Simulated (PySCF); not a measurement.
## Relaxation of doublet HN(OH)

Method: UPBE0/[N def2-TZVP, H def2-TZVP, O def2-TZVP], no relativity, density fitting, PySCF. A (50,194) grid was used.

A hand-made linear (heavy-atom frame) start, of Cs symmetry, held to at least that symmetry:

```xyz
4
charge 0 multiplicity 2, angstrom
N    -0.0232    0.0000    0.6987
H    -0.0232    0.0000    1.7287
O    -0.0232    0.0000   -0.6413
H     0.7122    0.0000   -1.2584
```

(1) What forces act on the atoms at the start (eV/Å)?

(2) What does it relax to?

(3) How much energy is released, and in how many steps?

## Answers

(1) 
```json
{"atom": "N1", "Fx": "0.38", "Fy": "0.00", "Fz": "-1.12"}
{"atom": "H2", "Fx": "0.75", "Fy": "0.00", "Fz": "-1.64"}
{"atom": "O3", "Fx": "-3.26", "Fy": "0.00", "Fz": "1.47"}
{"atom": "H4", "Fx": "2.14", "Fy": "0.00", "Fz": "1.30"}
```

(2) It ends at Cs with N–H 1.029 Å, N–O 1.350 Å, O–H 0.967 Å; H–N–O 106.5°, H–O–N 111.3°. A frequency run shows a minimum. Other isomers or separated fragments may lie lower.

(3) 295.7 kJ/mol in 12 steps.
